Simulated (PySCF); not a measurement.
Compound: Aza-BODIPY, C₈H₆BF₂N₃.
InChI=1S/C8H6BF2N3/c10-9(11)13-5-1-3-7(13)12-8-4-2-6-14(8)9/h1-6H

Level of theory: PySCF 2.14.0, density-fitted response routines, TDDFT CAM-B3LYP/def2-SVPD, vertical, gas phase, core orbitals frozen in the response. Isolated species at its PBE0-D3(BJ)/def2-SVP geometry, gas phase.

| state | E (eV) | λ (nm) | f | main configurations (H = HOMO, L = LUMO) |
| --- | --- | --- | --- | --- |
| S1 | 2.84 | 436.8 | 0.466 | H→L (92%) |
| S2 | 3.68 | 337.0 | 0.141 | H-1→L (92%) |
| S3 | 3.77 | 328.9 | 0.0016 | H-3→L (98%) |
| S4 | 3.89 | 318.7 | 0.039 | H-2→L (98%) |
| S5 | 5.60 | 221.2 | 0.0000 | H-5→L (96%) |
| S6 | 6.06 | 204.6 | 0.011 | H-4→L (74%), H→L+2 (24%) |
| S7 | 6.42 | 193.2 | 0.107 | H→L+2 (68%), H-4→L (20%) |
| S8 | 6.42 | 193.0 | 0.0014 | H→L+1 (86%) |
| S9 | 6.74 | 184.1 | 0.019 | H-6→L (96%) |
| S10 | 6.77 | 183.2 | 0.069 | H→L+4 (86%) |

Triplets (Tamm–Dancoff): T1 1.13 eV, H→L (98%); T2 2.77 eV, H-1→L (94%); T3 3.00 eV, H-2→L (93%); T4 3.16 eV, H-3→L (95%).

The lowest singlet comes at 437 nm (274 kJ/mol) in the visible; it is strong; its leading configuration is HOMO→LUMO (92%). The lowest level is also the most intense of those listed (f = 0.466). S7/S8 lie within about 0.01 eV of each other. Löwdin shares by element: HOMO carbon 56% or more (atoms not listed hold the other 44%); LUMO carbon 33% or more, nitrogen 20% or more (atoms not listed hold the other 46%). Orbital energies (eV): HOMO-3 -10.32, HOMO-2 -9.49, HOMO-1 -9.28, HOMO -7.66, LUMO -2.82, LUMO+1 1.28, LUMO+2 1.35. Weighted by f, the mean energy of these states is 3.93 eV. Of the 10 states listed, 7 reach f = 0.01 and 1 stays under 0.0005. S1 lies in the visible range (380 to 750 nm), at 437 nm, f = 0.466; light of that wavelength is violet to blue, and its complementary colour is yellow-green to yellow; a Tamm–Dancoff triplet lies at 448 nm, without intensity as long as spin–orbit coupling is left out. Only the lowest 10 singlets were computed, as vertical energies without vibronic structure.
